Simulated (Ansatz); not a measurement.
**[Cl···H···Si], triplet: transfer scan**

Starting geometry:

```yaml
atoms:
  - { symbol: Cl, position_ang: [0.0000, 0.0000, -1.5969] }
  - { symbol: H, position_ang: [0.0000, 0.0000, -0.3181] }
  - { symbol: Si, position_ang: [0.0000, 0.0000, 1.9151] }
```

From there H2 is moved from one fragment to the other while all else, the fragments' distance too, stays fixed; atoms are numbered as listed. Energies are in eV, counted from the starting geometry at the same level. Kohn–Sham curves are unrestricted where that lies lower.

Basis cc-pVDZ; Ansatz 0.2.0. Correlated methods freeze the noble-gas cores. R marks a restricted (for open shells ROHF) determinant.

In so small a basis the reference is far from its limit while semilocal and hybrid functionals are nearer theirs (RPA and double hybrids share much of the reference's basis error), so the functionals' errors here hold much of the reference's basis and frozen-core error, which can add to them or hide them.

Full CI isn't at hand for all of this; RCCSDTQ serves as the reference, and is uncertain by about the last step of the cluster series.

```json
{"distance Cl1-H2 (Å)": "1.279", "RCCSDTQ": "0.000", "PBE": "0.000", "r2SCAN": "0.000", "B97M-V": "0.000", "B3LYP": "0.000", "wB97M-V": "0.000", "B2PLYP": "0.000", "RPA-PBE": "0.000"}
{"distance Cl1-H2 (Å)": "1.392", "RCCSDTQ": "0.078", "PBE": "-0.051", "r2SCAN": "-0.014", "B97M-V": "0.015", "B3LYP": "-0.012", "wB97M-V": "0.028", "B2PLYP": "0.032", "RPA-PBE": "0.067"}
{"distance Cl1-H2 (Å)": "1.619", "RCCSDTQ": "0.583", "PBE": "0.214", "r2SCAN": "0.306", "B97M-V": "0.327", "B3LYP": "0.296", "wB97M-V": "0.443", "B2PLYP": "0.432", "RPA-PBE": "0.515"}
{"distance Cl1-H2 (Å)": "1.845", "RCCSDTQ": "0.902", "PBE": "0.470", "r2SCAN": "0.563", "B97M-V": "0.533", "B3LYP": "0.511", "wB97M-V": "0.734", "B2PLYP": "0.696", "RPA-PBE": "0.760"}
{"distance Cl1-H2 (Å)": "2.072", "RCCSDTQ": "1.220", "PBE": "0.900", "r2SCAN": "0.959", "B97M-V": "0.883", "B3LYP": "0.858", "wB97M-V": "1.092", "B2PLYP": "1.038", "RPA-PBE": "1.034"}
```
